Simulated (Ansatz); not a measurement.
# The cluster In₂As+: single points with varied inputs

How do the results and run time of the cluster In₂As+ respond when the settings are drawn wide?

The runs use Ansatz 0.2.0, Gaussian basis; the settings change from run to run.

4 further runs of the same task are left out: 2 that didn't finish, 2 set aside as unsound or not needed. Runs told in other sessions of the task aren't counted.

## (1) The molecule

The geometry comes from an earlier relaxation with r2SCAN-D4 in a triple-zeta def2 set; it is a stationary point. In takes a core potential in def2 sets; no spin-orbit term is included.

3 atoms, charge 1, spin multiplicity 1.

Atoms are counted from 1 here; the program's logs count them from 0.

Bond lengths: In1–As3 2.504 Å, In2–As3 2.506 Å. Angles: In1–As3–In2 114.6°.

## (2) rPW86-PBE/def2-TZVPD

File in.yaml:

```yaml
crystal:
  periodic: [false, false, false]
  atoms:
    - {symbol: In, position_ang: [1.907211, -0.993232, 0.141832]}
    - {symbol: In, position_ang: [-1.605382, 1.279316, 0.658946]}
    - {symbol: As, position_ang: [-0.301829, -0.286084, -0.800769]}
basis:
  gaussian: {orbitals: def2-TZVPD}
total_charge: 1
hamiltonian: {xc: {name: rPW86-PBE}}
scf: {omitted_lower_state_checks: [starts]}
output: {forces: true}
```

Run with:

```sh
> ansatz run in.yaml --threads 4 --pin off --events-out ev --progress --plain --max-ram 3916MiB
```

The log of the run:

```text
Functional definition: rPW86-PBE
  name "rPW86-PBE"
  cite "Murray, Lee & Langreth, J. Chem. Theory Comput. 5, 2754 (2009) doi:10.1021/ct900365q"
  cite "Perdew, Burke & Ernzerhof, Phys. Rev. Lett. 77, 3865 (1996) doi:10.1103/PhysRevLett.77.3865"
  parent pbe
  exchange = rpw86_x
  correlation = pbe_c
these checks for a lower state are left out or cut short: starts
1269 factors; their error is unknown
mean field evaluation 1: about -71203.2916 eV, gradient 6.1e1 eV
mean field evaluation 2: about -71124.8207 eV, gradient 1.5e2 eV
mean field evaluation 4: about -71210.4210 eV, gradient 3.4e1 eV
mean field evaluation 8: about -71216.0591 eV, gradient 8.1e0 eV
mean field evaluation 16: about -71216.4145 eV, gradient 2.7e-1 eV
mean field -71216.40584082 eV, -2617.1546424365 hartree, gradient 1.6e-5 eV, S^2 0.000000; 0 other end points of the search recorded, 0 dependent functions left out
the calculation of the forces begins
reference -71216.40595745 eV, -2617.1546467227 hartree; 37, 37 occupied and 129, 129 virtual orbitals, 1269 factors
Total energy: -71216.40595745 eV, -2617.1546467227 hartree
Atom 0 at     1.907211    -0.993232     0.141832 Å, force     0.448038    -0.152471     0.175294 eV/Å
Atom 1 at    -1.605382     1.279316     0.658946 Å, force    -0.273295     0.312861     0.279116 eV/Å
Atom 2 at    -0.301829    -0.286084    -0.800769 Å, force    -0.174744    -0.160391    -0.454410 eV/Å
Dipole moment:     0.240226     0.225078     0.632741 e Å
Checks for a lower state left out: starts
```

Run time: 2.6 s. Hardware: 4 threads of Intel Xeon 6975P-C, shared host.

Largest force 0.513 eV/Å.

## (3) BHLYP/def2-TZVPD

Set apart from the defaults: atoms shaken by 0.15 Å, the search for lower states set to light.

File in.yaml:

```yaml
crystal:
  periodic: [false, false, false]
  atoms:
    - {symbol: In, position_ang: [1.914030, -1.126910, 0.244802]}
    - {symbol: In, position_ang: [-1.301352, 1.209641, 0.539835]}
    - {symbol: As, position_ang: [-0.312275, -0.297577, -0.890335]}
basis:
  gaussian: {orbitals: def2-TZVPD}
total_charge: 1
hamiltonian: {xc: {name: BHLYP}}
scf: {lower_state_search: light}
```

Launched as before.

The log of the run:

```text
Functional definition: BHLYP
  name "BHLYP"
  cite "Becke, J. Chem. Phys. 98, 1372 (1993) doi:10.1063/1.464304"
  cite "Becke, Phys. Rev. A 38, 3098 (1988) doi:10.1103/PhysRevA.38.3098"
  cite "Lee, Yang & Parr, Phys. Rev. B 37, 785 (1988) doi:10.1103/PhysRevB.37.785"
  parameter a = 0.5
  exchange = (1 - a)*b88_x + a*exact_x
  correlation = lyp_c
1578 factors; their error is unknown
mean field evaluation 1: about -71169.6948 eV, gradient 4.8e1 eV
mean field evaluation 2: about -71138.6233 eV, gradient 1.1e2 eV
mean field evaluation 4: about -71176.6999 eV, gradient 9.5e0 eV
mean field evaluation 8: about -71177.0257 eV, gradient 5.3e-2 eV
mean field evaluation 16: about -71177.7018 eV, gradient 3.5e-3 eV
mean field evaluation 32: about -71176.7639 eV, gradient 9.7e0 eV
mean field -71177.70176813 eV, -2615.7322939997 hartree, gradient 1.7e-5 eV, S^2 0.000000; 3 other end points of the search recorded, 0 dependent functions left out
reference -71177.70192636 eV, -2615.7322998147 hartree; 37, 37 occupied and 129, 129 virtual orbitals, 1578 factors
Total energy: -71177.70192636 eV, -2615.7322998147 hartree
```

Run time: 3.6 s. Hardware: 4 threads of Intel Xeon 6975P-C, shared host; peak memory 0.71 GiB.

## (4) B2PLYP/def2-mTZVPP

Set apart from the defaults: charge +2, multiplicity 2, the search for lower states set to off.

File in.yaml:

```yaml
crystal:
  periodic: [false, false, false]
  atoms:
    - {symbol: In, position_ang: [1.907211, -0.993232, 0.141832]}
    - {symbol: In, position_ang: [-1.605382, 1.279316, 0.658946]}
    - {symbol: As, position_ang: [-0.301829, -0.286084, -0.800769]}
basis:
  gaussian: {orbitals: def2-mTZVPP}
total_charge: 2
magnetization: {spin_polarized: true, initial_magnetization: 1}
hamiltonian: {xc: {name: B2PLYP}}
scf: {lower_state_search: off}
output: {forces: true}
```

Same command.

The log of the run (excerpt; [...] marks lines left out):

```text
Functional definition: B2PLYP
  name "B2PLYP"
  cite "Grimme, J. Chem. Phys. 124, 034108 (2006) doi:10.1063/1.2148954"
  cite "Becke, Phys. Rev. A 38, 3098 (1988) doi:10.1103/PhysRevA.38.3098"
  cite "Lee, Yang & Parr, Phys. Rev. B 37, 785 (1988) doi:10.1103/PhysRevB.37.785"
[...]
1243 factors; integrals over basis functions are off by at most 3.2e-4 eV
[...]
mean field -71142.78674542 eV, -2614.4491905813 hartree, gradient 5.6e-6 eV, S^2 1.783561; 0 other end points of the search recorded, 0 dependent functions left out
17 core orbitals not correlated: weight in the atoms' cores, before any rotation towards them, 1.000 or more for the frozen orbitals, at most 0.000 for the correlated occupied ones
reference -71142.78688732 eV, -2614.4491957961 hartree; 20, 19 occupied and 71, 72 virtual orbitals, 1243 factors
second order -11.81770310 eV of doubles, -0.00000000 eV of singles
[...]
Total energy: -71145.97766716 eV, -2614.5664547923 hartree
Atom 0 at     1.907211    -0.993232     0.141832 Å, force     2.262488    -0.761248     0.900456 eV/Å
Atom 1 at    -1.605382     1.279316     0.658946 Å, force    -1.368228     1.580381     1.422070 eV/Å
Atom 2 at    -0.301829    -0.286084    -0.800769 Å, force    -0.894260    -0.819133    -2.322527 eV/Å
Dipole moment:     0.095972     0.092349     0.257049 e Å
Checks for a lower state left out: starts, cluster_reference, orbital_swaps, neighbouring_geometries, increment
```

Wall time 5.5 s (4 threads of Intel Xeon 6975P-C, shared host).

Largest force 2.620 eV/Å, ⟨S²⟩ 1.784. The spin excess of 1.03 shows a contaminated determinant.

## (5) The runs in one table

| level | charge | multiplicity | geometry | functions | energy (eV) | time |
| --- | --- | --- | --- | --- | --- | --- |
| rPW86-PBE/def2-TZVPD | 1 | 1 | relaxed | 166 | -71216.406 | 2.6 s |
| BHLYP/def2-TZVPD | 1 | 1 | shaken | 166 | -71177.702 | 3.6 s |
| B2PLYP/def2-mTZVPP | 2 | 2 | relaxed | 108 | -71145.978 | 5.5 s |

## (6) What came out

| quantity | value |
| --- | --- |
| runs | 3 |
| quickest | rPW86-PBE/def2-TZVPD, 2.6 s |
| slowest | B2PLYP/def2-mTZVPP, 5.5 s |

In words: The runs differ in state or geometry as well as level, so their energies can't be set against each other. Run time spans a factor of 2, from rPW86-PBE/def2-TZVPD to B2PLYP/def2-mTZVPP. The jobs differ in tasks and options as well as level. At the r2SCAN-D4/def2-TZVP geometry and in the same state, the sound runs without point charges leave forces up to 0.51 eV/Å (rPW86-PBE/def2-TZVPD).
